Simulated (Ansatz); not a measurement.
**triplet Si2H5Cl at 6 levels**

Aim: a comparison of 6 runs (UHF/STO-3G, UB3LYP/6-31G*, UCAM-B3LYP/cc-pVDZ, UHSE06/cc-pVDZ, RPA@PBE/cc-pVDZ, UCCSD/cc-pVDZ) of triplet Si2H5Cl. 

The calculation is run with Ansatz 0.2.0.

59 further runs of the same task are left out: 59 set aside as unsound or not needed.

### Step 1. The molecule

The species is Si2H5Cl (8 atoms), meant as a triplet with charge 0. SMILES of the parent species: `[SiH3][SiH2]Cl`. The coordinates come from a PBE0-D4/def2-TZVP relaxation. That shape belongs to the parent species and isn't relaxed for this state.

Bond lengths: Si1–Si2 2.338 Å, Si2–Cl3 2.065 Å, Si1–H4 1.488 Å, Si1–H5 1.486 Å, Si1–H6 1.486 Å, Si2–H7 1.485 Å, Si2–H8 1.485 Å. Some angles: Si1–Si2–Cl3 108.7°, Si1–Si2–H7 111.9°, Si1–Si2–H8 111.8°, Cl3–Si2–H7 107.7°, Cl3–Si2–H8 107.7°, Si2–Si1–H4 109.6°, Si2–Si1–H5 109.6°, Si2–Si1–H6 109.6°, H7–Si2–H8 108.8°, H4–Si1–H5 109.3°.

### Step 2. A single-point energy at UHF/STO-3G (run 1)

job.yaml

```yaml
crystal:
  periodic: [false, false, false]
  atoms:
    - {symbol: Si, position_ang: [-0.706500, 0.881800, -0.390300]}
    - {symbol: Si, position_ang: [0.573400, -0.938800, 0.325900]}
    - {symbol: Cl, position_ang: [2.431600, -0.252900, 0.908000]}
    - {symbol: H, position_ang: [-2.053000, 0.410100, -0.813000]}
    - {symbol: H, position_ang: [-0.034300, 1.540700, -1.540000]}
    - {symbol: H, position_ang: [-0.854500, 1.855700, 0.722100]}
    - {symbol: H, position_ang: [-0.041800, -1.622800, 1.491400]}
    - {symbol: H, position_ang: [0.777200, -1.930900, -0.759900]}
basis:
  gaussian:
    orbitals: STO-3G
output: {orbitals: {seedname: orbitals}}
hamiltonian:
  xc: hf
magnetization:
  spin_polarized: true
  initial_magnetization: 2
total_charge: 0
accuracy: high
```

On the command line:

```
$ ansatz run job.yaml --threads 1 --pin off --max-ram 3480MiB --events-out events.jsonl --progress --plain --runs-dir runs
```

Standard output:

```text
Warning: RAYON_NUM_THREADS=1 ignored (pool sized by the plan → 1); use --threads N
Functional definition: HF
  name "HF"
  exchange = exact_x
  correlation = 0
610 factors; integrals over basis functions are off by at most 2.6e-8 eV
mean field evaluation 1: about -27982.4483 eV, gradient 1.1e1 eV
mean field evaluation 2: about -27982.5317 eV, gradient 1.1e1 eV
mean field evaluation 4: about -27984.5494 eV, gradient 1.8e0 eV
mean field evaluation 8: about -27984.7399 eV, gradient 5.0e-1 eV
mean field evaluation 16: about -27984.8755 eV, gradient 3.1e-4 eV
mean field evaluation 32: about -27984.3142 eV, gradient 2.0e0 eV
mean field evaluation 64: about -27984.7555 eV, gradient 6.7e-1 eV
mean field evaluation 96: about -27984.2611 eV, gradient 3.6e0 eV
mean field evaluation 128: about -27984.6495 eV, gradient 1.3e-7 eV
mean field -27984.87552073 eV, -1028.4252065569 hartree, gradient 1.8e-8 eV, S^2 2.002620; 6 other end points of the search recorded, 0 dependent functions left out
reference -27984.87552073 eV, -1028.4252065569 hartree; 26, 24 occupied and 6, 8 virtual orbitals, 610 factors
Total energy: -27984.87552073 eV, -1028.4252065569 hartree
```

Run time: 1.2 s. Hardware: 1 thread of Arm Neoverse V1, shared host; peak memory 0.095 GiB.

### Step 3. The energy at UB3LYP/6-31G(d) (spherical functions) (run 2)

job.yaml: that of step 2 with these lines changed.

```diff
@@ -12,11 +12,6 @@
 basis:
-  gaussian:
-    orbitals: STO-3G
+  gaussian: {orbitals: 6-31G_st_-spherical.json}
 output: {orbitals: {seedname: orbitals}}
-hamiltonian:
-  xc: hf
-magnetization:
-  spin_polarized: true
-  initial_magnetization: 2
-total_charge: 0
+magnetization: {spin_polarized: true, initial_magnetization: 2}
+hamiltonian: {xc: {name: B3LYP}}
 accuracy: high
```

The basis set 6-31G* is read from a file made from the Basis Set Exchange's data (not shown).

On the command line:

```
$ ansatz run job.yaml --threads 1 --pin off --max-ram 3480MiB --events-out events.jsonl --progress --plain --runs-dir runs
```

Standard output:

```text
Warning: RAYON_NUM_THREADS=1 ignored (pool sized by the plan → 1); use --threads N
Functional definition: B3LYP
  name "B3LYP"
  parameter a0 = 0.2
  parameter ax = 0.72
  parameter ac = 0.81
  exchange = (1 - a0 - ax)*slater_x + ax*b88_x + a0*exact_x
  correlation = (1 - ac)*vwn_rpa_c + ac*lyp_c
1404 factors; integrals over basis functions are off by at most 3.8e-9 eV
mean field evaluation 1: about -28353.8058 eV, gradient 7.3e0 eV
mean field evaluation 2: about -28354.0353 eV, gradient 5.8e0 eV
mean field evaluation 4: about -28354.3166 eV, gradient 8.0e-1 eV
mean field evaluation 8: about -28354.5014 eV, gradient 1.7e-1 eV
mean field evaluation 16: about -28354.5019 eV, gradient 1.3e-3 eV
mean field evaluation 32: about -28353.7695 eV, gradient 5.3e0 eV
mean field -28354.50188789 eV, -1042.0087250082 hartree, gradient 4.2e-8 eV, S^2 2.002851; 4 other end points of the search recorded, 0 dependent functions left out
reference -28354.50193165 eV, -1042.0087266166 hartree; 26, 24 occupied and 38, 40 virtual orbitals, 1404 factors
Total energy: -28354.50193165 eV, -1042.0087266166 hartree
```

Wall time 15 s (1 thread of Arm Neoverse V1, shared host); peak memory 0.3 GiB.

Runs 3 to 4 aren't shown in full; the table further down has their settings and results.

### Step 4. The energy at RPA@PBE/cc-pVDZ (run 5)

input.yaml

```yaml
crystal:
  periodic: [false, false, false]
  atoms:
    - {symbol: Si, position_ang: [-0.706500, 0.881800, -0.390300]}
    - {symbol: Si, position_ang: [0.573400, -0.938800, 0.325900]}
    - {symbol: Cl, position_ang: [2.431600, -0.252900, 0.908000]}
    - {symbol: H, position_ang: [-2.053000, 0.410100, -0.813000]}
    - {symbol: H, position_ang: [-0.034300, 1.540700, -1.540000]}
    - {symbol: H, position_ang: [-0.854500, 1.855700, 0.722100]}
    - {symbol: H, position_ang: [-0.041800, -1.622800, 1.491400]}
    - {symbol: H, position_ang: [0.777200, -1.930900, -0.759900]}
basis:
  gaussian:
    orbitals: cc-pVDZ
correlation:
  method: rpa
  frozen_orbitals: {Cl: 5, H: 0, Si: 5}
magnetization:
  spin_polarized: true
  initial_magnetization: 2
hamiltonian:
  xc: {name: PBE}
accuracy: high
```

On the command line:

```
$ ansatz run input.yaml --threads 1 --pin off --max-ram 3480MiB --events-out events.jsonl --progress --plain --runs-dir runs
```

Standard output:

```text
Warning: RAYON_NUM_THREADS=1 ignored (pool sized by the plan → 1); use --threads N
Functional definition: PBE
  name "PBE"
  parameter kappa = 0.804
  parameter beta = 0.06672455060314922
  exchange = pbe_x(kappa = kappa, mu = beta*pi^2/3)
  correlation = pbe_c(beta = beta)
1854 factors; integrals over basis functions are off by at most 3.8e-9 eV
mean field evaluation 1: about -28338.9780 eV, gradient 1.4e1 eV
mean field evaluation 2: about -28338.9681 eV, gradient 1.4e1 eV
mean field evaluation 4: about -28341.0564 eV, gradient 3.0e0 eV
mean field evaluation 8: about -28341.1404 eV, gradient 2.1e-1 eV
mean field evaluation 16: about -28341.1409 eV, gradient 9.9e-5 eV
mean field evaluation 32: about -28338.7536 eV, gradient 6.4e0 eV
mean field evaluation 64: about -28341.1442 eV, gradient 1.2e-1 eV
mean field evaluation 96: about -28337.1300 eV, gradient 1.6e1 eV
mean field -28341.14086074 eV, -1041.5177163170 hartree, gradient 4.7e-8 eV, S^2 2.002241; 8 other end points of the search recorded, 0 dependent functions left out
15 core orbitals not correlated: weight in the atoms' cores, before any rotation towards them, 1.000 or more for the frozen orbitals, at most 0.000 for the correlated occupied ones
reference -28300.98274432 eV, -1040.0419327587 hartree; 11, 9 occupied and 53, 55 virtual orbitals, 1854 factors
Total energy: -28318.88151816 eV, -1040.6997005651 hartree
```

Wall time 31 s (1 thread of Arm Neoverse V1, shared host); peak memory 0.36 GiB.

### Step 5. A single-point energy at UCCSD/cc-pVDZ (run 6)

job.yaml

```yaml
crystal:
  periodic: [false, false, false]
  atoms:
    - symbol: Si
      position_ang: [-0.706500, 0.881800, -0.390300]
    - symbol: Si
      position_ang: [0.573400, -0.938800, 0.325900]
    - symbol: Cl
      position_ang: [2.431600, -0.252900, 0.908000]
    - symbol: H
      position_ang: [-2.053000, 0.410100, -0.813000]
    - symbol: H
      position_ang: [-0.034300, 1.540700, -1.540000]
    - symbol: H
      position_ang: [-0.854500, 1.855700, 0.722100]
    - symbol: H
      position_ang: [-0.041800, -1.622800, 1.491400]
    - symbol: H
      position_ang: [0.777200, -1.930900, -0.759900]
basis:
  gaussian:
    orbitals: cc-pVDZ
correlation:
  method: ccsd
  frozen_orbitals: {Cl: 5, H: 0, Si: 5}
magnetization:
  spin_polarized: true
  initial_magnetization: 2
scf:
  omitted_lower_state_checks: [cluster_reference, increment]
accuracy: high
```

On the command line:

```
$ ansatz run job.yaml --threads 1 --pin off --max-ram 3480MiB --events-out events.jsonl --progress --plain --runs-dir runs
```

Standard output:

```text
Warning: RAYON_NUM_THREADS=1 ignored (pool sized by the plan → 1); use --threads N
Functional definition: HF
  name "HF"
  exchange = exact_x
  correlation = 0
these checks for a lower state are left out or cut short: cluster_reference, increment
1854 factors; integrals over basis functions are off by at most 3.8e-9 eV
mean field evaluation 1: about -28300.4069 eV, gradient 1.1e1 eV
mean field evaluation 2: about -28300.4231 eV, gradient 1.1e1 eV
mean field evaluation 4: about -28302.0080 eV, gradient 2.4e0 eV
mean field evaluation 8: about -28302.2124 eV, gradient 1.6e-1 eV
mean field evaluation 16: about -28302.2150 eV, gradient 5.9e-7 eV
mean field evaluation 32: about -28301.7316 eV, gradient 7.7e-3 eV
mean field -28302.21502568 eV, -1040.0872182633 hartree, gradient 2.2e-8 eV, S^2 2.010234; 8 other end points of the search recorded, 0 dependent functions left out
15 core orbitals not correlated: weight in the atoms' cores, before any rotation towards them, 1.000 or more for the frozen orbitals, at most 0.000 for the correlated occupied ones
reference -28302.21502568 eV, -1040.0872182633 hartree; 11, 9 occupied and 53, 55 virtual orbitals, 1854 factors
second order -9.09602056 eV of doubles, -0.00000000 eV of singles
cycle   1  -10.16811455 eV  change    -1.1e0 eV  update   9.7e-2
cycle   2  -10.58910231 eV  change   -4.2e-1 eV  update   3.8e-2
cycle   3  -10.66329591 eV  change   -7.4e-2 eV  update   2.7e-2
cycle   4  -10.67098245 eV  change   -7.7e-3 eV  update   1.8e-2
cycle   5  -10.67615346 eV  change   -5.2e-3 eV  update   1.0e-2
cycle   6  -10.68408757 eV  change   -7.9e-3 eV  update   5.1e-3
cycle   7  -10.68646690 eV  change   -2.4e-3 eV  update   2.2e-3
cycle   8  -10.68710468 eV  change   -6.4e-4 eV  update   9.6e-4
cycle   9  -10.68695982 eV  change    1.4e-4 eV  update   5.5e-4
cycle  10  -10.68688460 eV  change    7.5e-5 eV  update   3.6e-4
cycle  11  -10.68695098 eV  change   -6.6e-5 eV  update   2.6e-4
cycle  12  -10.68704215 eV  change   -9.1e-5 eV  update   1.7e-4
cycle  13  -10.68705089 eV  change   -8.7e-6 eV  update   9.4e-5
cycle  14  -10.68699934 eV  change    5.2e-5 eV  update   4.9e-5
cycle  15  -10.68696064 eV  change    3.9e-5 eV  update   2.6e-5
cycle  16  -10.68696156 eV  change   -9.2e-7 eV  update   1.2e-5
cycle  17  -10.68696552 eV  change   -4.0e-6 eV  update   6.6e-6
cycle  18  -10.68696522 eV  change    3.0e-7 eV  update   3.6e-6
cycle  19  -10.68696234 eV  change    2.9e-6 eV  update   2.0e-6
cycle  20  -10.68696077 eV  change    1.6e-6 eV  update   9.0e-7
cycle  21  -10.68696044 eV  change    3.2e-7 eV  update   4.6e-7
cycle  22  -10.68696050 eV  change   -5.7e-8 eV  update   2.6e-7
cycle  23  -10.68696058 eV  change   -8.0e-8 eV  update   1.7e-7
cycle  24  -10.68696058 eV  change    5.0e-9 eV  update   1.3e-7
cycle  25  -10.68696060 eV  change   -2.1e-8 eV  update   9.7e-8
cycle  26  -10.68696060 eV  change   -6.2e-9 eV  update   8.0e-8
cycle  27  -10.68696063 eV  change   -2.3e-8 eV  update   6.7e-8
cycle  28  -10.68696064 eV  change   -9.4e-9 eV  update   5.7e-8
cycle  29  -10.68696064 eV  change   -6.5e-9 eV  update   4.9e-8
cycle  30  -10.68696065 eV  change   -7.2e-9 eV  update   4.2e-8
cycle  31  -10.68696055 eV  change    9.7e-8 eV  update   9.6e-8
cycle  32  -10.68696054 eV  change    1.3e-8 eV  update   3.9e-8
cycle  33  -10.68696053 eV  change    1.4e-8 eV  update   2.5e-8
cycle  34  -10.68696052 eV  change    9.3e-9 eV  update   1.9e-8
cycle  35  -10.68696051 eV  change    7.0e-9 eV  update   1.1e-8
cycle  36  -10.68696051 eV  change    2.3e-9 eV  update   6.5e-9
cycle  37  -10.68696051 eV  change   9.9e-10 eV  update   3.5e-9
cycle  38  -10.68696051 eV  change   3.2e-10 eV  update   2.3e-9
Total energy: -28312.90198618 eV, -1040.4799568180 hartree
Checks for a lower state left out: cluster_reference, increment
```

It took 35 s on 1 thread of Arm Neoverse V1, shared host; peak memory 0.57 GiB.

### Step 6. The series

```
run                                level  frozen core orbitals   energy (Eh)  HOMO energy (eV)   ⟨S²⟩  wall time
  1                           UHF/STO-3G                     –  -1028.425207             -0.45  2.003      1.2 s
  2  UB3LYP/6-31G* (spherical functions)                     –  -1042.008727             -2.35  2.003       15 s
  3                   UCAM-B3LYP/cc-pVDZ                     –  -1042.014179             -3.49  2.005       26 s
  4                       UHSE06/cc-pVDZ                     –  -1041.591264             -2.21  2.004       27 s
  5                      RPA@PBE/cc-pVDZ                    15  -1040.699701                 –  2.002       31 s
  6                        UCCSD/cc-pVDZ                    15  -1040.479957                 –  2.010       35 s
```

### Step 7. Results

| quantity | value |
| --- | --- |
| run 6: total energy | -1040.47996 Eh |
| run 6: correlation energy (15 core orbitals frozen) | -392.7 mEh |
| run 6: ⟨S²⟩ of the reference determinant | 2.010 |
| run 6: T1 diagnostic | 0.033 |

**Reading.** Totals of different functionals can't be ranked against each other. In run 1 the basis is minimal, so the values are rough. All runs together took 2.3 min, the longest 35 s.
